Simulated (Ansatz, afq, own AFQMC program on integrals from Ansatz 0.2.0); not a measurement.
## Breaking Ge5–H13 in C$_{3}$H$_{8}$GeO, singlet

```xyz
13

C    -1.3307   -0.6657   -0.2132
C    -0.0713    0.0000    0.3143
C     1.1205   -0.9416    0.3375
O     0.2395    1.1054   -0.5152
Ge    0.3097    2.7807    0.1077
H    -2.1745    0.0404   -0.2056
H    -1.1759   -1.0009   -1.2505
H    -1.6035   -1.5377    0.4005
H    -0.2645    0.3518    1.3504
H     2.0091   -0.4322    0.7395
H     1.3546   -1.2808   -0.6834
H     0.9153   -1.8242    0.9624
H     0.6920    3.3701   -1.3296
```

Products: C$_{3}$H$_{7}$GeO (doublet; CH3–CH(–CH3)–O–Ge) and H (doublet), each relaxed with PBE0/def2-SVP like the molecule; electronic energies without zero-point terms. Determinants: RHF, UHF and UHF in that order.

Basis def2-SVP. Only valence electrons are correlated. Integrals, coupled cluster, full CI and functionals: Ansatz 0.2.0; the random walks run on the same integrals in our own AFQMC program. ph-AFQMC/CISD is guided by a CISD state made of CCSD amplitudes; releasing the constraint for a short imaginary time cuts its bias at the price of noise, slowly where states lie close. ± is one standard error of the sampling. No spin–orbit coupling. The errors of all members are added in quadrature.

No full CI on the walks' own integrals is used here. The released AFQMC energy serves as the reference, which it does only where one determinant dominates, the energy is flat over the last release times and near the phaseless one (40 meV or 2 meV an electron, half that with transition metals). On small molecules, where full CI could be run and the noise was under 10 meV, such values lay within 10 meV of it in 19 cases of 20, a flattering rate, since the rule was set on those same cases; what remains of the bias isn't in the error bar. Each member takes its own surest rung, up to full CI.

Errors are counted within def2-SVP, not against nature.

Cautions: inner d shell frozen; no relativity below Rb; no spin-orbit coupling; C₃H₈GeO (singlet): the released value is read at 0.63 1/Eh with a noise of 13 meV, more than in the cases checked, later times being too noisy (meV from the phaseless value at times in 1/Eh: -22 ± 13 at 0.21, -28 ± 12 at 0.42, -16 ± 13 at 0.63, -25 ± 18 at 0.90); C₃H₇GeO (doublet): the released value is read at 0.90 1/Eh with a noise of 19 meV, more than in the cases checked (meV from the phaseless value at times in 1/Eh: 3 ± 12 at 0.21, 11 ± 11 at 0.42, 14 ± 14 at 0.63, 4 ± 19 at 0.90).

Reference (AFQMC with the constraint released): 287.8 ± 2.2 kJ/mol.

```
        level  bond energy (kJ/mol)  error against released AFQMC (kJ/mol)
           HF                 214.2                            -73.6 ± 2.2
          MP2                 274.2                            -13.6 ± 2.2
         CCSD                 286.2                             -1.6 ± 2.2
      CCSD(T)                 287.5                             -0.4 ± 2.2
ph-AFQMC/CISD           285.9 ± 1.3                             -1.9 ± 2.5
```

Correlation beyond CCSD(T) changes it by less than twice the noise. The perturbative (T) step is worth +1.3 kJ/mol.

Released energies are given only where the last usable release times agree within the noise; a slower fall can still hide under it.
